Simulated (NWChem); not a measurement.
# AlNH3 (SMILES [NH2][AlH]): UTPSS-D3(BJ)/Sapporo-DZP, part 2 of 2

NWChem 7.3.0. Earlier steps stand in the parts before.

## Step 3: The singlet cation, same level

test.nw reads:

```
start test
title "AlH3N"
memory total 2200 mb
charge 1

geometry noautosym nocenter
  zmatrix
    N
    Al 1 1.773603
    H 1 1.007096 2 125.43784
    H 1 1.009128 3 110.22097 2 179.98203
    H 2 1.604074 1 115.74195 3 179.98059
  end
end

basis spherical bse
  N library Sapporo-DZP
  Al library Sapporo-DZP
  H library Sapporo-DZP
end

dft
  xc xtpss03 ctpss03
  disp vdw 4
  grid medium
  convergence energy 1e-08
  iterations 150
  mulliken
end

property
  efieldgrad
  esp
  efield
  moldenfile
  molden_norm janpa
end

task dft property
```

Started as:

```console
nwchem test.nw > test.out
```

Standard output:

```text
Northwest Computational Chemistry Package (NWChem) 7.3.0
             --------------------------------------------------------

           Job information
           ---------------

    nwchem branch   = 7.3.0
    use scalapack   = T
    input           = test.nw
    prefix          = test.
    data base       = ./test.db
    status          = startup
    nproc           =        1

           Memory information
           ------------------

    heap     =     72089600 doubles =      550.0 Mbytes
    stack    =     72089597 doubles =      550.0 Mbytes
    global   =    144179200 doubles =     1100.0 Mbytes (distinct from heap & stack)
    total    =    288358397 doubles =     2200.0 Mbytes
    verify   = yes
    hardfail = no

           Directory information
           ---------------------

  0 permanent = .
  0 scratch   = .

                                NWChem Input Module
                                -------------------

                                       AlH3N
                                       -----

 Scaling coordinates for geometry "geometry" by  1.889725989
 (inverse scale =  0.529177249)

                             Geometry "geometry" -> ""
                             -------------------------

 Output coordinates in angstroms (scale by  1.889725989 to convert to a.u.)

  No.       Tag          Charge          X              Y              Z
 ---- ---------------- ---------- -------------- -------------- --------------
    1 N                    7.0000     0.00000000     0.00000000     0.00000000
    2 Al                  13.0000     0.00000000     0.00000000     1.77360300
    3 H                    1.0000     0.82052647     0.00000000    -0.58393378
    4 H                    1.0000    -0.83322986     0.00029699    -0.56926903
    5 H                    1.0000    -1.44488444     0.00048948     2.47028234

      Atomic Mass
      -----------

      N                 14.003070
      Al                26.981540
      H                  1.007825

 Effective nuclear repulsion energy (a.u.)      46.2350933769

            Nuclear Dipole moment (a.u.)
            ----------------------------
        X                 Y               Z
 ---------------- ---------------- ----------------
    -2.7544416009     0.0014862182    46.0600272875

                                Z-matrix (user)
                                --------

 Units are Angstrom for bonds and degrees for angles

      Type          Name      I     J     K     L     M      Value
      ----------- --------  ----- ----- ----- ----- ----- ----------
    1 Stretch                  2     1                       1.77360
    2 Stretch                  3     1                       1.00710
    3 Bend                     3     1     2               125.43784
    4 Stretch                  4     1                       1.00913
    5 Bend                     4     1     3               110.22097
    6 Torsion                  4     1     3     2         179.98203
    7 Stretch                  5     2                       1.60407
    8 Bend                     5     2     1               115.74195
    9 Torsion                  5     2     1     3         179.98059

            XYZ format geometry
            -------------------
     5
 geometry
 N                     0.00000000     0.00000000     0.00000000
 Al                    0.00000000     0.00000000     1.77360300
 H                     0.82052647     0.00000000    -0.58393378
 H                    -0.83322986     0.00029699    -0.56926903
 H                    -1.44488444     0.00048948     2.47028234

 ==============================================================================
                                internuclear distances
 ------------------------------------------------------------------------------
       center one      |      center two      | atomic units |  angstroms
 ------------------------------------------------------------------------------
    2 Al               |   1 N                |     3.35162  |     1.77360
    3 H                |   1 N                |     1.90314  |     1.00710
    4 H                |   1 N                |     1.90698  |     1.00913
    5 H                |   2 Al               |     3.03126  |     1.60407
 ------------------------------------------------------------------------------
                         number of included internuclear distances:          4
 ==============================================================================

 ==============================================================================
                                 internuclear angles
 ------------------------------------------------------------------------------
        center 1       |       center 2       |       center 3       |  degrees
 ------------------------------------------------------------------------------
    2 Al               |   1 N                |   3 H                |   125.44
    2 Al               |   1 N                |   4 H                |   124.34
    3 H                |   1 N                |   4 H                |   110.22
    1 N                |   2 Al               |   5 H                |   115.74
 ------------------------------------------------------------------------------
                            number of included internuclear angles:          4
 ==============================================================================

                      Basis "ao basis" -> "" (spherical)
                      -----
  [basis functions not shown]

[... 14 lines left out ...]
  convergence criterion.
[... 30 lines left out ...]
          Convergence on energy requested:  1.00D-08
          Convergence on density requested:  1.00D-05
          Convergence on gradient requested:  5.00D-04
[... 18 lines left out ...]
          Spatial weights used:  Erf1
[... 1 line left out ...]
          Convergence Information
[... 1 line left out ...]
          Convergence aids based upon iterative change in
          total energy or number of iterations.
[... 67 lines left out ...]
   convergence    iter        energy       DeltaE   RMS-Dens  Diis-err    time
[... 14 lines left out ...]
         Total DFT energy =     -298.686109749214
      One electron energy =     -498.843011882569
           Coulomb energy =      180.352076423052
    Exchange-Corr. energy =      -26.427406743920
 Nuclear repulsion energy =       46.235093376904
[... 7 lines left out ...]
                       DFT Final Molecular Orbital Analysis
[... 381 lines left out ...]
     L   x y z        total         alpha         beta         nuclear
     -   - - -        -----         -----         ----         -------
     0   0 0 0      1.000000    -11.000000    -11.000000     23.000000

     1   1 0 0      0.615226      1.684834      1.684834     -2.754442
[... 8 lines of this table left out ...]
     2   0 0 2      2.375588    -83.912489    -83.912489    170.200566

          ---------------------------------------------
          Electrostatic potential/diamagnetic shielding
          ---------------------------------------------

 1 a.u. = 9.07618 esu/cm ( or statvolts )
   Point      X         Y         Z     Total Potential(a.u.)   Diamagnetic shielding(a.u.)
    1 N    0.00000   0.00000   0.00000     -18.154897            23.268363
    2 Al   0.00000   0.00000   3.35162     -44.164649            47.007883
    3 H    1.55057   0.00000  -1.10347      -0.822440             7.715572
    4 H   -1.57458   0.00056  -1.07576      -0.805827             7.733728
    5 H   -2.73044   0.00092   4.66816      -0.827206             6.720054
 scftyp:RHF
 theory:dft

          --------------
          Electric field
          --------------

 1 a.u. = 0.171524 10**(-8) dyn/esu

   Atom       X         Y         Z                        Electric field (a.u.)
                                              X              Y              Z           Field
  ------------------------------------------------------------------------------------------------
    1 N    0.00000   0.00000   0.00000       0.002349      -0.000010       0.020961       0.021092
    2 Al   0.00000   0.00000   3.35162      -0.068525       0.000025      -0.039687       0.079188
    3 H    1.55057   0.00000  -1.10347       0.010535      -0.000004      -0.011943       0.015925
    4 H   -1.57458   0.00056  -1.07576      -0.016008       0.000004      -0.003619       0.016412
    5 H   -2.73044   0.00092   4.66816       0.015460      -0.000007       0.013098       0.020263

          -----------------------
          Electric field gradient
          -----------------------

 1 a.u. = 0.324123 10**(16) esu/cm**3  ( or statvolts/cm**2 ) = 0.97174 10**(22) v/m**2

 ------------------------------------------------------------
   Atom      X         Y         Z
 ------------------------------------------------------------
    1 N    0.00000   0.00000   0.00000
 ------------------------------------------------------------

 Electric field gradient in molecular frame (a.u.)
         XX             YY             ZZ             XY             XZ             YZ
 ------------------------------------------------------------------------------------------
       -0.433753       0.640994      -0.207241       0.000183      -0.091347       0.000174

 Principal components (a.u.) and orientation
 of principal axis w.r.t. absolute frame                      Asymmetry parameter eta
 --------------------------------------------------------------------------------------
        0.640994      -0.466001      -0.174994                       0.453993

        0.000155       0.942967      -0.332886
        1.000000      -0.000209      -0.000126
        0.000188       0.332885       0.942967

 ------------------------------------------------------------
   Atom      X         Y         Z
 ------------------------------------------------------------
    2 Al   0.00000   0.00000   3.35162
 ------------------------------------------------------------

 Electric field gradient in molecular frame (a.u.)
         XX             YY             ZZ             XY             XZ             YZ
 ------------------------------------------------------------------------------------------
       -0.381495      -0.314349       0.695844      -0.000015      -0.703711       0.000170

 Principal components (a.u.) and orientation
 of principal axis w.r.t. absolute frame                      Asymmetry parameter eta
 --------------------------------------------------------------------------------------
        1.043387      -0.729039      -0.314349                       0.397445

       -0.442813       0.896614       0.000185
        0.000117      -0.000149       1.000000
        0.896614       0.442813      -0.000039

 ------------------------------------------------------------
   Atom      X         Y         Z
 ------------------------------------------------------------
    3 H    1.55057   0.00000  -1.10347
 ------------------------------------------------------------

 Electric field gradient in molecular frame (a.u.)
         XX             YY             ZZ             XY             XZ             YZ
 ------------------------------------------------------------------------------------------
       -0.220352       0.236447      -0.016094       0.000014       0.275993       0.000008

 Principal components (a.u.) and orientation
 of principal axis w.r.t. absolute frame                      Asymmetry parameter eta
 --------------------------------------------------------------------------------------
       -0.412506       0.236447       0.176060                       0.146390

        0.820684       0.000147       0.571383
       -0.000010       1.000000      -0.000243
       -0.571383       0.000193       0.820684

 ------------------------------------------------------------
   Atom      X         Y         Z
 ------------------------------------------------------------
    4 H   -1.57458   0.00056  -1.07576
 ------------------------------------------------------------

 Electric field gradient in molecular frame (a.u.)
         XX             YY             ZZ             XY             XZ             YZ
 ------------------------------------------------------------------------------------------
       -0.235322       0.232845       0.002476       0.000156      -0.270281       0.000105

 Principal components (a.u.) and orientation
 of principal axis w.r.t. absolute frame                      Asymmetry parameter eta
 --------------------------------------------------------------------------------------
       -0.411700       0.232845       0.178855                       0.131140

        0.837457       0.000219      -0.546503
       -0.000292       1.000000      -0.000046
        0.546503       0.000198       0.837457

 ------------------------------------------------------------
   Atom      X         Y         Z
 ------------------------------------------------------------
    5 H   -2.73044   0.00092   4.66816
 ------------------------------------------------------------

 Electric field gradient in molecular frame (a.u.)
         XX             YY             ZZ             XY             XZ             YZ
 ------------------------------------------------------------------------------------------
       -0.067501       0.054982       0.012518       0.000041       0.067032      -0.000023

 Principal components (a.u.) and orientation
 of principal axis w.r.t. absolute frame                      Asymmetry parameter eta
 --------------------------------------------------------------------------------------
       -0.105555       0.054982       0.050573                       0.041773

        0.869632       0.000233       0.493701
       -0.000293       1.000000       0.000044
       -0.493701      -0.000183       0.869632

 MOLDEN output will be written to the file ./test.molden
  do_norm_janpa  T
  do_norm_nwchem  F
  molden scftype: RHF                  spinref:                     1

 Task  times  cpu:       10.1s     wall:       10.1s
 Total times  cpu:       10.1s     wall:       10.1s
```

Wall time 11 s (1 thread of Intel Xeon at 2.60GHz (Ice Lake), shared host); peak memory 0.2 GiB.

Atomic charges (e):

```
atom  Mulliken  Löwdin
  N1    -0.170  -0.070
 Al2    +0.620  +0.850
  H3    +0.160  +0.090
  H4    +0.170  +0.110
  H5    +0.220  +0.010
```

## Step 4: What came out

The summary covers parts 1 to 2.

Level: UTPSS-D3(BJ)/Sapporo-DZP.

| quantity | value |
| --- | --- |
| doublet AlNH3: total energy | -298.97395 Eh |
| doublet AlNH3: dipole moment | 1.36 D |
| doublet AlNH3: HOMO energy (highest over α and β) | -4.64 eV |
| doublet AlNH3: LUMO energy (lowest over α and β) | -3.15 eV |
| doublet AlNH3: dispersion energy | -7.51 kJ/mol |
| doublet AlNH3: ⟨S²⟩ | 0.753 |
| singlet cation: total energy | -298.68611 Eh |
| singlet cation: HOMO energy | -12.22 eV |
| singlet cation: LUMO energy | -10.56 eV |
| singlet cation: HOMO–LUMO gap | 1.67 eV |
| singlet cation: dispersion energy | -7.51 kJ/mol |
| vertical ionisation energy (to the singlet cation) | 7.833 eV |

What this shows: Removing an electron at fixed nuclei costs 7.83 eV (756 kJ/mol). Only the singlet of the ionised species was computed; a triplet could lie lower. Mulliken charges (doublet AlNH3) run from -0.23 on N1 to +0.10 on H3.
